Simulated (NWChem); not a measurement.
System: F, doublet

NWChem input:

```
start job
memory heap 200 mb stack 900 mb global 1100 mb
geometry units angstroms noautosym nocenter noautoz
  F      0.000000     0.000000     0.000000
end
basis spherical
  * library iglo-ii
end
dft
  odft
  mult 2
  xc b3lyp
  iterations 150
end
property
  hyperfine
end
task dft property
```

NWChem printed, in part:

```
             Northwest Computational Chemistry Package (NWChem) 7.3.0
             --------------------------------------------------------

                             Geometry "geometry" -> ""
                             -------------------------

 Output coordinates in angstroms (scale by  1.889725989 to convert to a.u.)

  No.       Tag          Charge          X              Y              Z
 ---- ---------------- ---------- -------------- -------------- --------------
    1 F                    9.0000     0.00000000     0.00000000     0.00000000

 Effective nuclear repulsion energy (a.u.)       0.0000000000

                              NWChem Property Module
                              ----------------------

  itol2e modified to match energy
  convergence criterion.

                                 NWChem DFT Module
                                 -----------------

 Summary of "ao basis" -> "ao basis" (spherical)
 ------------------------------------------------------------------------------
       Tag                 Description            Shells   Functions and Types
 ---------------- ------------------------------  ------  ---------------------
 F                          iglo-ii                 10       22   5s4p1d

  itol2e modified to match energy
  convergence criterion.

            General Information
            -------------------
          SCF calculation type: DFT
          Wavefunction type:  spin polarized.
          No. of atoms     :     1
          No. of electrons :     9
           Alpha electrons :     5
            Beta electrons :     4
          Charge           :     0
          Spin multiplicity:     2
          Use of symmetry is: off; symmetry adaption is: off
          Maximum number of iterations: 150
          AO basis - number of functions:    22
                     number of shells:    10
          Convergence on energy requested:  1.00D-07
          Convergence on density requested:  1.00D-05
          Convergence on gradient requested:  5.00D-04

              XC Information
              --------------
                         B3LYP Method XC Potential
                     Hartree-Fock (Exact) Exchange  0.200
                        Slater Exchange Functional  0.800 local
                    Becke 1988 Exchange Functional  0.720 non-local
              Lee-Yang-Parr Correlation Functional  0.810
                  VWN I RPA Correlation Functional  0.190 local

             Grid Information
             ----------------
          Grid used for XC integration:  fine
          Radial quadrature: Mura-Knowles
          Angular quadrature: Lebedev.
          Tag              B.-S. Rad. Rad. Pts. Rad. Cut. Ang. Pts.
          ---              ---------- --------- --------- ---------
          F                   0.50       70           4.0       590
          Grid pruning is: on
          Number of quadrature shells:    70
          Spatial weights used:  Erf1

      Superposition of Atomic Density Guess
      -------------------------------------

 Sum of atomic energies:         -99.40692241

      Non-variational initial energy
      ------------------------------

 Total energy =     -99.047767
 1-e energy   =    -139.277353
 2-e energy   =      40.229586
 HOMO         =      -0.587179
 LUMO         =       0.928251

   convergence    iter        energy       DeltaE   RMS-Dens  Diis-err
 ---------------- ----- ----------------- --------- --------- ---------
 d= 0,ls=0.0,diis     1    -99.7444975701 -9.97D+01  3.72D-03  1.37D-01
                                                     1.83D-03  9.54D-02
 d= 0,ls=0.0,diis     2    -99.7519785429 -7.48D-03  2.54D-03  2.20D-02
                                                     2.72D-03  2.10D-02
 d= 0,ls=0.0,diis     3    -99.7557240600 -3.75D-03  1.01D-03  5.95D-03
                                                     7.75D-04  3.80D-03
 d= 0,ls=0.0,diis     4    -99.7569304963 -1.21D-03  9.27D-06  1.92D-06
                                                     7.99D-05  1.25D-05
 d= 0,ls=0.0,diis     5    -99.7569331165 -2.62D-06  1.27D-05  3.79D-07
                                                     2.94D-06  2.11D-08
 d= 0,ls=0.0,diis     6    -99.7569331939 -7.74D-08  6.54D-07  2.74D-10
                                                     7.57D-07  6.93D-10

         Total DFT energy =      -99.756933193923
      One electron energy =     -139.246021140386
           Coulomb energy =       49.871315088259
    Exchange-Corr. energy =      -10.382227141797
 Nuclear repulsion energy =        0.000000000000

 Numeric. integr. density =        9.000000014007

                    DFT Final Alpha Molecular Orbital Analysis
                    ------------------------------------------

 Vector    3  Occ=1.000000D+00  E=-5.574861D-01
              MO Center= -3.8D-16, -2.4D-16, -1.1D-15, r^2= 4.1D-01
   Bfn.  Coefficient  Atom+Function         Bfn.  Coefficient  Atom+Function
  ----- ------------  ---------------      ----- ------------  ---------------
    14      0.475628  1 F  pz                11      0.321273  1 F  pz
    17      0.320389  1 F  pz                 8      0.116206  1 F  pz
    12     -0.088020  1 F  px                 9     -0.059455  1 F  px
    15     -0.059291  1 F  px

 Vector    4  Occ=1.000000D+00  E=-4.697997D-01
              MO Center= -1.5D-16,  1.5D-16,  1.7D-16, r^2= 4.3D-01
   Bfn.  Coefficient  Atom+Function         Bfn.  Coefficient  Atom+Function
  ----- ------------  ---------------      ----- ------------  ---------------
    13      0.466735  1 F  py                16      0.356426  1 F  py
    10      0.319752  1 F  py                 7      0.116339  1 F  py

 Vector    5  Occ=1.000000D+00  E=-4.697995D-01
              MO Center= -4.2D-16,  1.4D-17, -2.4D-16, r^2= 4.3D-01
   Bfn.  Coefficient  Atom+Function         Bfn.  Coefficient  Atom+Function
  ----- ------------  ---------------      ----- ------------  ---------------
    12      0.459134  1 F  px                15      0.350622  1 F  px
     9      0.314545  1 F  px                 6      0.114444  1 F  px
    14      0.084918  1 F  pz                17      0.064848  1 F  pz
    11      0.058176  1 F  pz

 Vector    6  Occ=0.000000D+00  E= 6.624680D-01
              MO Center=  8.8D-17, -8.0D-17, -1.3D-15, r^2= 1.4D+00
   Bfn.  Coefficient  Atom+Function         Bfn.  Coefficient  Atom+Function
  ----- ------------  ---------------      ----- ------------  ---------------
    17      1.172121  1 F  pz                14     -0.697252  1 F  pz
    15     -0.216912  1 F  px                11     -0.181006  1 F  pz
    12      0.129033  1 F  px                 8     -0.095338  1 F  pz
    16      0.033681  1 F  py                 9      0.033497  1 F  px

 Vector    7  Occ=0.000000D+00  E= 7.019864D-01
              MO Center= -1.9D-16, -5.0D-16,  6.9D-17, r^2= 1.4D+00
   Bfn.  Coefficient  Atom+Function         Bfn.  Coefficient  Atom+Function
  ----- ------------  ---------------      ----- ------------  ---------------
    16      1.186569  1 F  py                13     -0.730590  1 F  py
    10     -0.185227  1 F  py                 7     -0.100085  1 F  py
    17     -0.033888  1 F  pz

 Vector    8  Occ=0.000000D+00  E= 7.019865D-01
              MO Center= -2.8D-16, -2.1D-16,  5.4D-17, r^2= 1.4D+00
   Bfn.  Coefficient  Atom+Function         Bfn.  Coefficient  Atom+Function
  ----- ------------  ---------------      ----- ------------  ---------------
    15      1.167250  1 F  px                12     -0.718695  1 F  px
    17      0.215865  1 F  pz                 9     -0.182212  1 F  px
    14     -0.132912  1 F  pz                 6     -0.098456  1 F  px
    11     -0.033697  1 F  pz

                     DFT Final Beta Molecular Orbital Analysis
                     -----------------------------------------

[...]

          ----------------------
          Hyperfine Interactions
          ----------------------

 Total Spin Density (Fermi Contact Term)
 ------------------ --------------------
     Atom            x         y         z       Density (a.u.)      Aiso(MHz)     Aiso(Gauss)
     1  19-F      0.00000   0.00000   0.00000       0.013150         55.326278      19.741758

           -------------------------------------------
           Anisotropic Interaction (Spin-Dipolar Term)
           -------------------------------------------

 ------------------------------------------------------------
     Atom            x         y         z
 ------------------------------------------------------------
     1  19-F      0.00000   0.00000   0.00000

   Spin-Dipolar term (a.u.)
        xx             yy             zz             xy             xz             yz
 ------------------------------------------------------------------------------------------
      -2.815349      -3.118039       5.933388      -0.048186      -1.676471       0.260375

   Principal Comp. of -hf- tensor (au)            Anisotropic -hfcc- (MHz)               Anisotropic -hfcc- (Gauss)
 --------------------------------------------------------------------------------------------------------------------------
     -3.125600    -3.125523     6.251122   -1569.756461 -1569.717700  3139.474162    -560.127194  -560.113363  1120.240557

   Orientation of the principal axis of Hyperfine Tensor w.r.t absolute (molecular) frame
 --------------------------------------------------------------------------------------------------------------------------
      0.983316     0.001403    -0.181899
      0.003800     0.999594     0.028251
      0.181865    -0.028471     0.982911
```

Level: B3LYP/IGLO-II, spin-unrestricted, contact and dipolar terms. The open p shell is one determinant without spherical averaging. No stability test was run on the SCF state. B3LYP is NWChem's, with the RPA form of VWN correlation.
